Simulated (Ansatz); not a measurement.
# BH₄NSi (SMILES B[SiH]=N): single points off equilibrium

One table from this session's results is given with a row withheld; the runs are named, their logs left out.

Method: single points in def2-TZVPP; program: Ansatz 0.2.0, Gaussian basis.

Correlated methods freeze the cores.

## The system as given

SMILES `B[SiH]=N`, 7 atoms, charge 0, spin multiplicity 1.

Atoms are counted from 1 here; the program's logs count them from 0.

Bond lengths: B1–Si2 1.958 Å, B1–H4 1.096 Å, B1–H5 1.205 Å, Si2–N3 1.706 Å, Si2–H6 1.320 Å, N3–H7 1.167 Å. Angles: Si2–B1–H4 119.0°, Si2–B1–H5 121.9°, H4–B1–H5 118.6°, B1–Si2–N3 109.7°, B1–Si2–H6 118.8°, N3–Si2–H6 131.5°, Si2–N3–H7 119.3°.

Coordinates:

```tsv
atom	x (Å)	y (Å)	z (Å)
B1	-1.12280	0.38080	-0.76860
Si2	0.40840	0.22110	0.44190
N3	1.06990	-1.34680	0.32670
H4	-1.44120	-0.49800	-1.34180
H5	-1.81840	1.36490	-0.78870
H6	0.78410	1.27940	1.13550
H7	2.06170	-1.59110	0.89150
```

Set-up of the first run:

run/in.yaml reads:

```yaml
crystal:
  periodic: [false, false, false]
  atoms:
    - {symbol: B, position_ang: [-1.122800, 0.380800, -0.768600]}
    - {symbol: Si, position_ang: [0.408400, 0.221100, 0.441900]}
    - {symbol: N, position_ang: [1.069900, -1.346800, 0.326700]}
    - {symbol: H, position_ang: [-1.441200, -0.498000, -1.341800]}
    - {symbol: H, position_ang: [-1.818400, 1.364900, -0.788700]}
    - {symbol: H, position_ang: [0.784100, 1.279400, 1.135500]}
    - {symbol: H, position_ang: [2.061700, -1.591100, 0.891500]}
basis:
  gaussian: {orbitals: def2-TZVPP}
correlation: {method: ccsd_t}
output: {forces: true}
```

Started as:

```console
> ansatz run in.yaml --threads 4 --pin off --events-out ev --progress --plain --max-ram 5222MiB
```

Steps of the session up to this table: CCSD(T)/def2-TZVPP; PBE0-D4/def2-TZVPP; wB97M-V/def2-TZVPP; r2SCAN-D4/def2-TZVPP; PBE-D4/def2-TZVPP; SPW92/def2-TZVPP; BLYP-D4/def2-TZVPP.

One table of the session follows, with a row left open; its other results are not shown here.

```
   method  RMS force component (eV/Å)  angle to CCSD(T) forces (°)  dipole (D)
  CCSD(T)                       2.134                    reference        2.19
  PBE0-D4                           ?                            ?           ?
  wB97M-V                       2.256                          7.3        2.53
r2SCAN-D4                       2.202                          3.2        2.24
   PBE-D4                       2.140                          3.9        2.12
    SPW92                       2.226                          7.0        2.18
  BLYP-D4                       2.071                          2.9        2.17
```

Estimate the missing values for PBE0-D4.

**Answer.** RMS force component (eV/Å): 2.274; angle to CCSD(T) forces (°): 4.8; dipole (D): 2.37. In the column «RMS force component (eV/Å)» it is the highest.
